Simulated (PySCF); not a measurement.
## How the method moves the HOMO and LUMO of isobutyric acid

Compound: isobutyric acid, C4H8O2.
Cartesian coordinates in Å at the PBE0-D3(BJ)/def2-SVP level; atoms count from 1:
```xyz
14
C4H8O2 angstrom
C     -0.528    1.452    0.249
C     -0.259    0.121   -0.430
C     -0.882   -1.061    0.315
C      1.227   -0.091   -0.621
O      2.097    0.646   -0.239
O      1.492   -1.226   -1.287
H     -1.610    1.641    0.309
H     -0.118    1.458    1.270
H     -0.058    2.282   -0.296
H     -0.684    0.132   -1.451
H     -0.707   -2.007   -0.215
H     -1.968   -0.915    0.416
H     -0.460   -1.150    1.329
H      2.458   -1.282   -1.354
```

Basis pcSseg-1 throughout (PySCF), one geometry. The structure is a single PBE0-D3(BJ)/def2-SVP conformer in the gas phase; no vibrational or solvent corrections.

Q: How do the orbital energies, the gap and the dipole change with the method?

A: 
```
method           kind  HOMO (eV)  LUMO (eV)  gap (eV)  μ (D)  SCF cycles
  BLYP            GGA      -6.21      -0.75      5.47   1.60          15
  OPBE            GGA      -6.23      -0.71      5.52   1.60          16
   PBE            GGA      -6.31      -0.85      5.45   1.60          15
  BP86            GGA      -6.44      -0.95      5.49   1.62          15
   LDA            LDA      -6.53      -1.13      5.40   1.62          15
  PBE0  global hybrid      -8.00       0.25      8.25   1.68          14
    HF   Hartree–Fock     -12.15       3.98     16.13   1.92          11
```

The HOMO spans 5.94 eV, from BLYP down to HF, and the gap runs from 5.40 eV (LDA) to 16.13 eV (HF). Over the methods BLYP (0 %), OPBE (0 %), PBE (0 %), BP86 (0 %), LDA (0 %), PBE0 (25 %), HF (100 %), a straight line through the gap against the share of exact exchange rises by 1.07 eV for each 10 % (correlation coefficient 1.000). The dipole ranges from 1.60 D (PBE) to 1.92 D (HF). This basis has no diffuse functions.

The vertical ΔSCF ionisation energy at wB97X-D/def2-SVPD is 10.49 eV; −ε(HOMO) comes closest to it with HF (12.15 eV).
